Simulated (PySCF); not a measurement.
**Basis-set dependence of population analyses: `FP(F)P(F)F`**

Compound: P₂F₄.
Cartesian coordinates in Å at the PBE0-D3(BJ)/def2-SVP level; atoms count from 1:
```
atom  x, y, z in Å
F1    -1.239   -0.978   -1.285
P2    -0.483   -1.025    0.142
F3    -1.678   -0.462    1.073
P4     0.487    1.014   -0.141
F5     1.281    0.976    1.264
F6     1.656    0.444   -1.099
```

PBE0 throughout (PySCF), one geometry, spherical d and f functions. Isolated species at its PBE0-D3(BJ)/def2-SVP geometry (one conformer only). Atoms taken as equivalent share a column and are averaged.

Mulliken charges (e):

| basis | functions | F1/F3/F5/F6 | P2/P4 |
| --- | --- | --- | --- |
| STO-3G | 38 | -0.222 | +0.443 |
| 6-31G | 62 | -0.429 | +0.858 |
| 6-31G* | 92 | -0.387 | +0.775 |
| def2-SVP | 92 | -0.350 | +0.701 |
| 6-311+G(2d,p) | 178 | -0.255 | +0.509 |
| def2-TZVP | 198 | -0.260 | +0.520 |

IAO charges (e):

| basis | functions | F1/F3/F5/F6 | P2/P4 |
| --- | --- | --- | --- |
| STO-3G | 38 | -0.293 | +0.587 |
| 6-31G | 62 | -0.429 | +0.859 |
| 6-31G* | 92 | -0.469 | +0.939 |
| def2-SVP | 92 | -0.467 | +0.934 |
| 6-311+G(2d,p) | 178 | -0.486 | +0.971 |
| def2-TZVP | 198 | -0.490 | +0.981 |

Q: Which scheme is steadiest as the basis changes?

A: Largest range over the bases for any column: IAO 0.39 e, Mulliken 0.41 e. IAO charges move least and Mulliken charges most, counted in e. Without the minimal STO-3G basis the ranges are IAO 0.12, Mulliken 0.35 e.

Q: How much do the charges still move between the two largest bases, 6-311+G(2d,p) and def2-TZVP?

A: At most, over all atoms: Mulliken 0.010 e, IAO 0.010 e.

Q: What do the same runs give for the total energy, the frontier levels and the dipole moment?

A: 
```csv
basis,energy (Eh),HOMO (eV),LUMO (eV),μ (D)
STO-3G,-1067.9711,-2.65,4.24,0.03
6-31G,-1081.2612,-7.86,-1.99,0.06
6-31G*,-1081.4756,-7.14,-1.41,0.04
def2-SVP,-1080.9904,-7.32,-1.49,0.05
"6-311+G(2d,p)",-1081.6964,-7.57,-1.98,0.04
def2-TZVP,-1081.7601,-7.38,-1.80,0.04
```
